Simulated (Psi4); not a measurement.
Psi4 input (wB97X-D/6-311+G**):

```
memory 1500 MB

molecule {
-1 1
O     0.39958647    1.19705172    0.49062668
C     0.16077201    0.04986817    0.01460440
N     0.99490316   -0.87693290   -0.41154964
C    -1.32751809   -0.33678506   -0.08884436
H    -1.84871721    0.39581689   -0.71352551
H    -1.46283536   -1.33583130   -0.50633873
H    -1.78317322   -0.28964351    0.90550806
H     1.93418841   -0.48672424   -0.28437002
symmetry c1
no_reorient
no_com
}

set {
  basis 6-311+G**
  reference rks
  scf_type df
  df_basis_scf def2-universal-jkfit
  dft_radial_points 99
  dft_spherical_points 590
  e_convergence 1e-8
  d_convergence 1e-7
  maxiter 150
}

e = energy('wb97x-d')
print_out(f'\nFINAL {e:.10f} DIPOLE {variable("CURRENT DIPOLE")[0]:.6f} {variable("CURRENT DIPOLE")[1]:.6f} {variable("CURRENT DIPOLE")[2]:.6f}\n')
```

Q: Predict the final energy.

A: -208.62227 Eh.
